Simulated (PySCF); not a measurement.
PySCF input (B3PW91/6-31G* (5d)):

```python
from pyscf import gto, dft

mol = gto.M(
    atom='''
    C    -0.00526853   -0.07818118    0.25668291
    C     0.21432733   -0.71945097   -0.90441436
    C    -0.06417696    0.73770674   -1.00647025
    C    -0.11661065   -0.06504015    1.60843093
    H     0.43553374   -1.62494026   -1.43935488
    H     0.75052162    1.42463687   -1.23460956
    H    -1.03194270    1.07391313   -1.37801979
    H     0.01552548   -0.97202136    2.18420501
    H    -0.33926529    0.84820500    2.14240385
    ''',
    basis='6-31g*',
    charge=0,
    spin=1,
    verbose=4,
)

mf = dft.UKS(mol, xc='b3pw91')
mf.grids.level = 3
mf.conv_tol = 1e-9
mf.max_cycle = 100
mf.max_memory = 1500
mf.kernel()
if not mf.converged:
    mf = mf.newton()
    mf.kernel(mf.make_rdm1())
mo, _, stable, _ = mf.stability(return_status=True)
if not stable:
    mf.kernel(mf.make_rdm1(mo, mf.mo_occ))
    stable = mf.stability(return_status=True)[2]
mf.dip_moment()
```

Task: What final total energy does it give?

Result: -155.23981 Eh.
